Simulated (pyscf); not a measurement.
CH₄ (SMILES C) + Cl–SiH•–Cl (SMILES Cl[SiH]Cl) → H₃C–SiH•–Cl (SMILES C[SiH]Cl) + HCl (SMILES Cl) (four-centre exchange; doublet surface; C–H, Cl–Si broken, C–Si, Cl–H formed). Structures and frequencies: ωB97X-D3(BJ)/def2-SVP in PySCF. Energies in eV from the separated reactants.

```tsv
level	barrier	reaction energy
ωB97X-D3(BJ)/def2-TZVP	2.57	+1.09
r²SCAN/def2-TZVP	2.34	+1.10
B3LYP-D3(BJ)/def2-TZVP	2.50	+1.09
PBE0-D3(BJ)/def2-TZVP	2.32	+1.04
ωB97M-D3(BJ)/def2-TZVP	2.50	+1.05
HF/def2-TZVP	3.58	+1.10
```

The functionals in the table span 0.25 eV in this barrier, from PBE0-D3(BJ) to ωB97X-D3(BJ)/def2-TZVP. The same reactants have a lower exit, to H₃C–SiH(Cl)–Cl + H• (barrier +1.90 eV at ωB97M-D3(BJ)/def2-TZVP, against +2.50 eV here). One saddle was located; it need not be the lowest between these sides.
